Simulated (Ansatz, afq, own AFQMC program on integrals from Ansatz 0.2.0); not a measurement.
SiNH2, doublet: AFQMC among the cluster methods

```yaml
atoms:
  - { symbol: Si, position_ang: [0.0000, 0.0000, 0.7231] }
  - { symbol: N, position_ang: [0.0000, 0.0000, -1.1959] }
  - { symbol: H, position_ang: [0.0000, 0.8350, -1.7650] }
  - { symbol: H, position_ang: [0.0000, -0.8350, -1.7650] }
```

Connectivity, by distances: Si–NH2.

Basis cc-pVDZ. Only valence electrons are correlated. AFQMC by an in-house program on the Cholesky factors that Ansatz 0.2.0 writes for its CCSD(T) run. ph-AFQMC/CISD is guided by a CISD state made of CCSD amplitudes; releasing the constraint for a short imaginary time cuts its bias at the price of noise, slowly where states lie close. Error bars are statistical, one sigma.

Determinant: UHF, the one that the program's search chose, which needn't be the lowest solution. The geometry is a point of a scan.

No full CI on the walks' own integrals is used here; CCSDT(Q) serves as the reference and is uncertain by about the last step of the cluster series.

Cautions: the ph-AFQMC/HF walk drifts between its halves (2.3 errors).

```
T1 diagnostic                               : 0.0265
weight of the determinant in the CISD state : 0.868
⟨S²⟩ of the determinant                     : 0.773
size of the correlated space                : 11 electrons in 36 orbitals
```

| level | correlation energy (eV) |
| --- | --- |
| MP2 | -6.5715 |
| CCSD | -7.2814 |
| CCSD(T) | -7.5232 |

(1) Estimate where AFQMC with the constraint released lies against CCSD(T) on the same integrals.

(1) 1.23 ± 0.53 kcal/mol below CCSD(T).

Reference: CCSDT(Q), correlation energy -7.575 eV. The released energy is read at 2.40 1/Eh (meV from the phaseless value at times in 1/Eh: -10 ± 23 at 0.24, -22 ± 22 at 0.51, -42 ± 29 at 0.99, 5 ± 22 at 1.62, 6 ± 23 at 2.40).

| level | E − E(reference) (kcal/mol) | share of correlation (%) |
| --- | --- | --- |
| CCSD(T) | 1.19 | 99.32 |
| CCSDT | 0.59 | 99.66 |
| ph-AFQMC/HF | -1.57 ± 1.54 | 100.90 |
| ph-AFQMC/CISD | -0.17 ± 0.48 | 100.10 |
| released AFQMC | -0.04 ± 0.53 | 100.02 |

A walk keeps the symmetry of its determinant, which the program's search chose and which needn't be the lowest solution, so a lower state of the same spin and another symmetry isn't excluded. Released energies are given only where the last usable release times agree within the noise; a slower fall can still hide under it.
